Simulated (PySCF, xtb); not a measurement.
CH2, SMILES [CH2] (connectivity only; charge and spin as stated), neutral, multiplicity 1.

Harmonic wavenumbers (cm⁻¹) from xtb with GFN2-xTB at its own minimum, in rising order: 1359, 2855, 2919.

What does PBE-D3(BJ)/def2-TZVPD run with PySCF give at its own minimum? (The exact figures need the calculation; the answer reports its results.)

1364, 2811, 2885. Paired by order, the mean absolute difference is 28 cm⁻¹ and the zero-point energies are 10.2 and 10.1 kcal/mol.
